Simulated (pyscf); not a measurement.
Single points on ωB97X-D3(BJ)/def2-SVP structures (PySCF, gas phase). Correlated levels are frozen-core, on RHF or UHF. ΔMP2 is the change of the MP2 total energy from the triple- to the quadruple-zeta basis.

For the elementary gas-phase step F–GaH₂ -> GaH [singlet] + HF (singlet surface; F–Ga, Ga–H broken, F–H formed), what barrier and reaction energy does CCSD(T)/def2-TZVPP give, measured from the reactant's lowest minimum found?

ΔE‡ = 61.7 kcal/mol, ΔE = +41.0 kcal/mol. CCSD(T)/def2-TZVPP + ΔMP2(QZVPP) gives 60.5 kcal/mol and +39.9 kcal/mol. Zero-point energy shifts the barrier by -1.9 kcal/mol. It is a 1,1-elimination, with an imaginary mode of 1393i cm⁻¹. This is the saddle that the search found; another between the same sides may lie lower. The CCSD(T) − MP2 part came from Ansatz, without density fitting, on the same reference. The frozen core leaves the outer d or s,p core shells of the metals and heavy elements correlated in the MP2 and CC values, and def2-TZVPP describes them poorly, which can shift differences by a few kcal/mol. Elements up to Kr have no core potential and no relativistic terms here.
